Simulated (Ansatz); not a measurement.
A run of Ansatz (development build ahead of 0.2.0) on singlet BH4(-) at this shape:

```
atom    x (Å)    y (Å)    z (Å)
   B  -0.0246  -0.0428   0.0080
   H   0.7247   0.7725   0.7167
   H   0.7156  -0.7049  -0.6769
   H  -0.6858   0.6923  -0.7363
   H  -0.7649  -0.7066   0.7013
```

Its results:

* Converged: yes
* Reference energy: -26.96935 hartree
* Correlation energy: -0.13517 hartree
* Total energy: -27.10452 hartree
* Spin squared of the determinant: 0.000

Task: Which input gives this output? Name the method, the orbitals and the basis set, and write the input.

Result: RHF-MP2 in cc-pVDZ. An unrestricted run that stays on the closed shell gives the same numbers.

```yaml
crystal:
  periodic: [false, false, false]
  atoms:
    - { symbol: B, position_ang: [-0.02456, -0.04281, 0.008] }
    - { symbol: H, position_ang: [0.72474, 0.77251, 0.71666] }
    - { symbol: H, position_ang: [0.71562, -0.70487, -0.6769] }
    - { symbol: H, position_ang: [-0.68576, 0.69231, -0.73633] }
    - { symbol: H, position_ang: [-0.7649, -0.70655, 0.70125] }
basis:
  gaussian: { orbitals: cc-pVDZ }
total_charge: -1
hamiltonian:
  xc: hf
correlation:
  method: mp2
  frozen_orbitals: { B: 1, H: 0 }
```

Caution: no diffuse functions for an anion.
